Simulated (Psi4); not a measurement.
Process, species as SMILES: ClCCl → Cl[CH-]Cl + H+
B3LYP-D3(BJ)/def2-TZVP geometries, fixed; electronic energies without zero-point terms.

Effect of the integral screening threshold at wB97X-V/cc-pV(T+d)Z with Psi4, against the last row, where the deprotonation energy is 390.82 kcal/mol.

```csv
setting,largest shift of a total energy (mEh),shift of the deprotonation energy (kcal/mol)
ints_tolerance: 1e-6,0.002,-0.001
ints_tolerance: 1e-8,0.000,0.000
ints_tolerance: 1e-10,0.000,0.000
ints_tolerance: 1e-14,0.000,0.000
```

Within 0.02 kcal/mol in the deprotonation energy: ints_tolerance: 1e-6; ints_tolerance: 1e-8; ints_tolerance: 1e-10. The largest shift is 0.002 mEh in a total energy and 0.001 kcal/mol in the difference.
